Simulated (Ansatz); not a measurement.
# SiHO+ (SMILES O=[SiH+]): one structure at several levels

An exercise on one series of results from a longer session: the logs are not shown, and one member is left open.

The runs use Ansatz 0.2.0, Gaussian basis; single points in def2-TZVPP.

Correlated methods freeze the cores.

## Where the work starts

3 atoms, charge 1, spin multiplicity 1.

Atoms are counted from 1 here; the program's logs count them from 0.

Bond lengths: O1–Si2 1.499 Å, Si2–H3 1.502 Å. Angles: O1–Si2–H3 175.8°.

As a file:

```xyz
3

O    -0.82333    1.19696   -0.40049
Si    0.00373    0.03497    0.05922
H     0.79755   -1.18458    0.43129
```

Set-up of the first run:

File run/in.yaml:

```yaml
crystal:
  periodic: [false, false, false]
  atoms:
    - {symbol: O, position_ang: [-0.823330, 1.196957, -0.400492]}
    - {symbol: Si, position_ang: [0.003734, 0.034966, 0.059224]}
    - {symbol: H, position_ang: [0.797550, -1.184579, 0.431293]}
basis:
  gaussian: {orbitals: def2-TZVPP}
total_charge: 1
hamiltonian: {xc: pbe, dispersion: d4}
output: {forces: true}
```

Launch:

```console
$ ansatz run in.yaml --threads 2 --pin off --events-out ev --progress --plain --max-ram 3481MiB
```

Among the steps run: PBE-D4/def2-TZVPP; r2SCAN-D4/def2-TZVPP; PBE0-D4/def2-TZVPP; wB97M-V/def2-TZVPP; CCSD(T)/def2-TZVPP.

One of the session's tables, all rows but one given; the rest of the session is left out.

| method | RMS force component (eV/Å) | angle to CCSD(T) forces (°) |
| --- | --- | --- |
| PBE-D4 | ? | ? |
| r2SCAN-D4 | 0.176 | 92.8 |
| PBE0-D4 | 0.384 | 116.6 |
| wB97M-V | 0.421 | 103.0 |
| CCSD(T) | 0.247 | reference |

**Question.** Estimate the row for PBE-D4.

As computed: RMS force component (eV/Å): 0.240; angle to CCSD(T) forces (°): 38.1. In the column «RMS force component (eV/Å)» it lies between r2SCAN-D4 (0.176) and CCSD(T) (0.247).

Caveats from the session: CCSD(T) in triple zeta still lacks some correlation energy of the bonds, so part of these gaps is its own basis error and they don't rank the functionals. The T1 diagnostic is large here, over the usual mark for main-group molecules (transition-metal compounds often pass it harmlessly), so CCSD(T) itself may be off.
